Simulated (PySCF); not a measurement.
A geometry optimisation on `O=C=O`.

Method: PBE0-D3(BJ)/def2-SVP geometry optimisation, gas phase (PySCF 2.14.0). Start geometry: GFN2-xTB. The input is one job of a driver script: a line of settings, then coordinates in Å.

Input:
```
{"job": {"xc": "PBE0", "basis": "def2-SVP", "d3": "d3bj", "grid": 1, "kind": "geom"}, "charge": 0, "multiplicity": 1}
O     -1.101216     0.364368    -0.006098
C      0.003834     0.069783    -0.004194
O      1.108864    -0.224797    -0.002262
```

Q: What does the run print?

A: 
```
step   0  E = -188.24312459  max force = 0.036391
step   1  E = -188.24421897  max force = 0.001416
step   2  E = -188.24422003  max force = 0.000241
optimisation converged
```

Energies in Eh; «max force» is the largest Cartesian gradient component in Eh/bohr.

Q: How much energy does the optimisation release, in kcal/mol?

A: E(step 0) − E(last step) = 0.001095 Eh, which is 0.7 kcal/mol.

Main results: final energy -188.24422 Eh after 2 steps; dipole 0.00 D.

Q: Estimate the wall time. Hardware: Intel Xeon Platinum 8375C at 2.90 GHz, one thread, shared host with 96 logical CPUs at a one-minute load of 32. And the peak memory of the process?

A: About 1.4 s, with 0.25 GiB resident at the peak, the Python interpreter and its libraries included.
Labels such as C1 count atoms from 1, the log's own numbers from 0.
